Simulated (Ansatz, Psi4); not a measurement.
## How basis sets differ on Si2H6 (disilane)

Si2H6 has 8 atoms, charge 0, and is taken as a singlet. SMILES: `[SiH3][SiH3]`. The shape is that of a PBE0-D4/def2-TZVP optimisation.

| atom | x (Å) | y (Å) | z (Å) |
| --- | --- | --- | --- |
| Si | -0.3405 | 0.4902 | -1.0049 |
| Si | 0.3635 | -0.5044 | 0.9910 |
| H | 0.8339 | 0.9482 | -1.7949 |
| H | -1.1129 | -0.4839 | -1.8219 |
| H | -1.2080 | 1.6641 | -0.7179 |
| H | 1.1390 | 0.4686 | 1.8063 |
| H | 1.2281 | -1.6805 | 0.7040 |
| H | -0.8110 | -0.9592 | 1.7826 |

Quantity: the vertical energy of the triplet above the singlet, in eV. The values are calculated.

```csv
level,kind,program,value (eV),CPU time (all runs)
MP2/aug-pcseg-0,perturbation theory,Ansatz,7.21,1.3 s
MP2/aug-cc-pVDZ,perturbation theory,Psi4,7.15,82 s
MP2/aug-pcseg-1,perturbation theory,Ansatz,7.11,31 s
MP2/aug-pcseg-2,perturbation theory,Ansatz,6.72,3.8 min
```

The values span 6.72 to 7.21 eV. Times are those of the runs behind each value, whatever else they computed, on shared processors of several kinds: orders of magnitude only.
